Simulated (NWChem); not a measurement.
# CH$_{3}$, doublet; SMILES [CH3]

In the optimisation the excess spin sits in a2" (D3h, its own frame).

Give the equilibrium geometry at PBE0/def2-SVP, spin-unrestricted (NWChem) as an XYZ file, with the point group.

point group D3h; any orientation.
```
4

C      0.0000     0.0000     0.0000
H     -0.7709    -0.7709     0.0000
H     -0.2822     1.0531     0.0000
H      1.0531    -0.2822     0.0000
```
